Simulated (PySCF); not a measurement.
**Two structures, one formula**

The two ends of one reaction step of BNH$_{8}$O, closed shell (PBE0-D4/def2-TZVP).

A:

```json
{"atom": "B1", "x (Å)": "-0.8240", "y (Å)": "-1.4848", "z (Å)": "0.2872"}
{"atom": "H2", "x (Å)": "-1.2014", "y (Å)": "0.5845", "z (Å)": "-1.9318"}
{"atom": "H3", "x (Å)": "0.1795", "y (Å)": "-1.8802", "z (Å)": "-0.2274"}
{"atom": "H4", "x (Å)": "-1.9166", "y (Å)": "-1.7684", "z (Å)": "-0.1195"}
{"atom": "H5", "x (Å)": "1.0185", "y (Å)": "0.7502", "z (Å)": "0.6926"}
{"atom": "O6", "x (Å)": "-0.6790", "y (Å)": "-0.7112", "z (Å)": "1.3862"}
{"atom": "H7", "x (Å)": "-0.5727", "y (Å)": "0.8283", "z (Å)": "-1.6002"}
{"atom": "N8", "x (Å)": "1.4507", "y (Å)": "1.2412", "z (Å)": "-0.0820"}
{"atom": "H9", "x (Å)": "-1.5143", "y (Å)": "-0.4143", "z (Å)": "1.7561"}
{"atom": "H10", "x (Å)": "1.7980", "y (Å)": "2.1240", "z (Å)": "0.2710"}
{"atom": "H11", "x (Å)": "2.2556", "y (Å)": "0.6971", "z (Å)": "-0.3673"}
```

B:

B1  (-1.140, -0.821, -0.574)
H2  (-1.442, 0.298, -0.956)
H3  (-0.226, -1.307, -1.206)
H4  (-2.088, -1.555, -0.435)
H5  (0.255, 0.028, 0.791)
O6  (-0.519, -0.629, 0.910)
H7  (1.075, 0.942, -0.809)
N8  (1.422, 0.944, 0.146)
H9  (-1.183, -0.231, 1.481)
H10  (1.543, 1.906, 0.437)
H11  (2.330, 0.497, 0.146)
(Å)

Program: PySCF 2.14 with density fitting (its default auxiliary sets; JK sets also for MP2 and CCSD(T)). Basis: def2-TZVPP. Cores are frozen in the correlated methods. B3LYP uses VWN-RPA correlation.

Problem. Which structure is lower at CCSD(T), and by how much? (To be estimated.)

Solution. Computed: A, by 2.89 kcal/mol (electronic energy, against the other). By their contacts, A is a complex of BH₃O ([BH2][OH]) + NH₃ + H₂ and B is a complex of BH₅O ([BH3][OH2]) + NH₃.

Problem. Do the other methods give the same order? (Judge from chemistry; the calculation decides.)

Solution. The calculation gives: Not all: SPW92, PBE-D4, PBE0-D4 give the other order.

```tsv
method	E(B) − E(A) (kcal/mol)
SPW92	-11.47
PBE-D4	-0.53
r2SCAN-D4	0.57
PBE0-D4	-0.80
B3LYP-D4	4.07
BHLYP-D4	4.33
wB97M-V	2.46
HF	12.59
MP2	2.64
CCSD	3.82
CCSD(T)	2.89
```

The T1 diagnostic stays at or below 0.012.

Labels in which every atom is bracketed show which atoms are joined, not bond orders.

For scale, one of the runs: CCSD(T)/def2-TZVPP, 205 basis functions, launched by `OMP_NUM_THREADS=4 python run.py`. The run took 3.5 min on 4 CPU threads of an AMD EPYC 7B13 (shared host), with 2.7 GiB of host memory at its peak.
